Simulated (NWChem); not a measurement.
System: NaCl; SMILES [Cl][Na]

Here is an NWChem input.

```
start job
memory heap 200 mb stack 900 mb global 1100 mb
geometry units angstroms noautosym nocenter noautoz
  Na     0.000000     0.000000    -1.409652
  Cl     0.000000     0.000000     0.928494
end
basis spherical
  * library 6-311g**
end
dft
  xc b3lyp
  iterations 150
end
tddft
  cis
  ecut -98.0
  nroots 6
  notriplet
end
task tddft energy
```

Geometry: optimised at PBE0/def2-SVP.

Core excitations by TDA in a window of 1s orbitals, non-relativistic and unshifted: absolute energies depend strongly on the exact-exchange share.

Problem. Predict the main results of this run. (B3LYP/6-311G** (spherical d), restricted-window TDA.) Quantities: first 1s excitation (eV); dipole oscillator strength of the first.

Solution. 
```
Quantity                                  Value
---------------------------------------  ------
first 1s excitation (eV)                 2757.1
dipole oscillator strength of the first  0.0006
```
